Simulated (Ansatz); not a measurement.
Geometry optimisation, Ansatz, RKS PBE-D4/def2-SVP.

Input:

```yaml
crystal:
  periodic: [false, false, false]
  atoms:
    - { symbol: "N", position_ang: [-0.5259, 1.5043, -0.1337] }
    - { symbol: C, position_ang: [-0.0842, 0.1736, -0.0201] }
    - { symbol: C, position_ang: [0.2932, -0.9465, 0.07] }
    - { symbol: O, position_ang: [0.8552, -2.1794, 0.1934] }
    - { symbol: H, position_ang: [-0.24443, 1.98356, -1.05527] }
    - { symbol: H, position_ang: [-0.18684, 2.18292, 0.59552] }
    - { symbol: H, position_ang: [1.7706, -2.2039, 0.0677] }
basis:
  gaussian: { orbitals: def2-SVP }
hamiltonian:
  xc: pbe
  dispersion: d4
relax:
  f_tol: 0.015
  max_steps: 40
```

Run as:

```bash
$ ansatz run input.yaml --threads 1 --pin off --max-ram 2048MiB --backend cpu --events-out ev --progress --plain --runs-dir out
```

**Question.** Where does it end, and by what steps?

**Answer.** The forces met the threshold. After 18 steps the energy has fallen by 0.432 eV; C3 moved furthest, 0.31 Å.

| step | energy less start (eV) | largest force component (eV/Å) | accepted |
| --- | --- | --- | --- |
| 0 | 0.0000 | 6.210 | yes |
| 1 | -0.3630 | 0.722 | yes |
| 2 | -0.3232 | 1.959 | no |
| 3 | -0.4096 | 0.218 | yes |
| 4 | -0.4092 | 0.896 | no |
| 5 | -0.4132 | 0.079 | yes |
| 6 | -0.4175 | 0.069 | yes |
| 7 | -0.4179 | 0.070 | yes |
| 8 | -0.4190 | 0.237 | yes |
| 9 | -0.4204 | 0.041 | yes |
| 10 | -0.4214 | 0.036 | yes |
| 11 | -0.4040 | 0.543 | no |
| 12 | -0.4256 | 0.135 | yes |
| 13 | -0.4280 | 0.709 | yes |
| 14 | -0.4310 | 0.107 | yes |
| 15 | -0.4315 | 0.052 | yes |
| 16 | -0.4295 | 0.080 | no |
| 17 | -0.4316 | 0.032 | yes |
| 18 | -0.4317 | 0.006 | yes |

```xyz
7
Properties=species:S:1:pos:R:3
N -0.470 1.506 -0.146
C 0.031 0.258 -0.044
C 0.581 -0.843 0.038
O 0.734 -2.152 0.172
H -0.403 1.963 -1.060
H -0.282 2.149 0.628
H 1.686 -2.367 0.129
```

Whether the end is a true minimum wasn't checked by a vibrational analysis.

The run took 2.5 min on 1 thread of Intel(R) Xeon(R) Processor @ 2.50GHz (Skylake/Cascade Lake), with other jobs on the host, peak memory 0.14 GiB.
